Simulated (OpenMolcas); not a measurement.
# AlPH6 (SMILES [AlH3-][PH3+]) at CPF/jul-cc-pV(D+d)Z (electric field 0.005 a.u., field axis x)

Aim: the energy change on altering one bond length of AlPH6 at CPF/jul-cc-pV(D+d)Z (electric field 0.005 a.u., field axis x), from 2 runs. 

The calculation is run with OpenMolcas 26.06.

4 further runs of the same task are left out: 4 set aside as unsound or not needed.

## Step 1: The system as given

AlPH6 has 8 atoms, charge 0, and is taken as a singlet. SMILES: `[AlH3-][PH3+]`. The shape comes from GFN2-xTB, which is rough for such elements, and wasn't checked as a minimum.

Bond lengths: Al1–P2 2.531 Å, Al1–H3 1.568 Å, Al1–H4 1.569 Å, Al1–H5 1.568 Å, P2–H6 1.382 Å, P2–H7 1.383 Å, P2–H8 1.382 Å. Some angles: Al1–P2–H6 121.6°, Al1–P2–H7 122.7°, Al1–P2–H8 121.7°, P2–Al1–H3 96.2°, P2–Al1–H4 95.8°, P2–Al1–H5 95.7°, H6–P2–H7 94.4°, H6–P2–H8 94.6°, H7–P2–H8 94.6°, H3–Al1–H4 119.1°.

## Step 2: A single-point energy at CPF/jul-cc-pV(D+d)Z (electric field 0.005 a.u., field axis x)

The input, job.inp:

```
&GATEWAY
 BASLIB = $CurrDir
 COORD
 8
 angstrom
 Al      -0.494910       0.176720      -1.383090
 P        0.354350      -0.131300       0.980840
 H        0.479950      -0.854750      -2.049390
 H       -1.971260      -0.256910      -1.077990
 H       -0.159530       1.706380      -1.471330
 H        0.878810       0.923450       1.704510
 H        1.384890      -0.998040       1.296750
 H       -0.472280      -0.565540       1.999720
 BASIS = jul-cc-pVDpdZ
 GROUP = NoSym

&SEWARD

&FFPT
 DIPOLE
 X -0.005

&SCF
 PRORBITALS = 1 2

&MOTRA
 FROZEN = 10

&GUGA
 ELECTRONS = 14
 SPIN = 1
 INACTIVE = 7
 ACTIVE = 0
 CIALL = 1

&CPF
 CPF
```

The basis set jul-cc-pV(D+d)Z is read from a file made from the Basis Set Exchange's data (not shown).

Launch:

```bash
$ export MOLCAS_MEM=1860
$ pymolcas job.inp > job.log
```

Output, shortened:

```text
--- Start Module: gateway ---
[...]
--- Stop Module: gateway /rc=_RC_ALL_IS_WELL_ ---
[...]
      Basis functions           94
[...]
       Convergence after   9 Iterations
[...]
::    Total SCF energy                               -586.1285271798
[...]
      Total spin, S                                     0.0000000000
[...]
      *** WARNING: Default frozen orbitals is overwritten by user input.
      *** Default values:   7
[...]
--- Start Module: guga ---
[...]
--- Stop Module: guga /rc=_RC_ALL_IS_WELL_ ---
--- Start Module: cpf ---
[...]
      Active orbitals                            0       0
[...]
      Spin quantum number                      0.0
[...]
     FINAL CPF ENERGY         -586.40656615
     FINAL CORRELATION ENERGY   -0.27803897  REFERENCE ENERGY    -586.12852718
[...]
      Total electronic charge=   34.000000
      Total            charge=    0.000000
[...]
      Dipole Moment (debye):
      Origin of the operator (angstrom)=   -0.0349    0.0102   -0.1021
                   X=  2.0237E+00               Y= -4.8861E-01               Z=  3.7167E+00           Total=  4.2600E+00
      Quadrupole Moment (debye*angstrom):
[...]
--- Stop Module: cpf /rc=_RC_ALL_IS_WELL_ ---
[...]
```

Wall time 13 s (1 thread of Arm Neoverse V1, shared host); peak memory 0.52 GiB.

## Step 3: The distorted shape, same level

The input, job.inp:

```
* AlH6P CPF
>>> EXPORT MOLCAS_PRINT=2

&GATEWAY
  BasLib=$CurrDir
  Coord
  8
  angstrom
  Al      -0.642549       0.133356      -1.352579
  P        0.206711      -0.174664       1.011351
  H        0.332311      -0.898114      -2.018879
  H       -1.971260      -0.256910      -1.077990
  H       -0.307169       1.663016      -1.440819
  H        0.731171       0.880086       1.735021
  H        1.237251      -1.041404       1.327261
  H       -0.619919      -0.608904       2.030231
  Basis=jul-cc-pVDpdZ
  Group=NoSym

&SEWARD

&FFPT
  Dipole
  X -0.005

&SCF
  PrOrbitals=1 2

&MOTRA
  Frozen=10

&GUGA
  Electrons=14
  Spin=1
  Inactive=7
  Active=0
  CIAll=1

&CPF
  CPF
```

The basis set jul-cc-pV(D+d)Z is read from a file made from the Basis Set Exchange's data (not shown).

Launch:

```bash
$ export MOLCAS_MEM=1860
$ pymolcas job.inp > job.log
```

Output, shortened:

```text
--- Start Module: gateway ---
[...]
--- Stop Module: gateway /rc=_RC_ALL_IS_WELL_ ---
[...]
      Basis functions           94
[...]
       Convergence after   9 Iterations
[...]
::    Total SCF energy                               -586.1176753551
[...]
      Total spin, S                                     0.0000000000
[...]
      *** WARNING: Default frozen orbitals is overwritten by user input.
      *** Default values:   7
[...]
--- Start Module: guga ---
[...]
--- Stop Module: guga /rc=_RC_ALL_IS_WELL_ ---
--- Start Module: cpf ---
[...]
      Active orbitals                            0       0
[...]
      Spin quantum number                      0.0
[...]
     FINAL CPF ENERGY         -586.39611012
     FINAL CORRELATION ENERGY   -0.27843476  REFERENCE ENERGY    -586.11767536
[...]
      Total electronic charge=   34.000000
      Total            charge=    0.000000
[...]
      Dipole Moment (debye):
      Origin of the operator (angstrom)=   -0.1803   -0.0324   -0.0720
                   X=  1.7065E+00               Y= -5.6787E-01               Z=  3.7267E+00           Total=  4.1380E+00
      Quadrupole Moment (debye*angstrom):
[...]
--- Stop Module: cpf /rc=_RC_ALL_IS_WELL_ ---
[...]
```

It took 13 s on 1 thread of Arm Neoverse V1, shared host; peak memory 0.52 GiB.

## Step 4: What came out

Level: CPF/jul-cc-pV(D+d)Z (electric field 0.005 a.u., field axis x), 10 core orbitals frozen.

```
                                                          quantity          value
                                         first shape: total energy  -586.40657 Eh
                   first shape: dipole moment (mean-field density)         4.38 D
                first shape: HOMO–LUMO gap (Hartree–Fock orbitals)       11.65 eV
         first shape: correlation energy (10 core orbitals frozen)     -278.0 mEh
                                     distorted shape: total energy  -586.39611 Eh
               distorted shape: dipole moment (mean-field density)         4.25 D
            distorted shape: HOMO–LUMO gap (Hartree–Fock orbitals)       11.53 eV
     distorted shape: correlation energy (10 core orbitals frozen)     -278.4 mEh
energy change with the Al1–H4 bond shortened from 1.569 to 1.412 Å       0.285 eV
```

**Reading.** With the Al1–H4 bond shortened from 1.569 to 1.412 Å the energy rises by 0.28 eV (27.5 kJ/mol). The first shape isn't relaxed at this level, so the change isn't measured from a minimum.
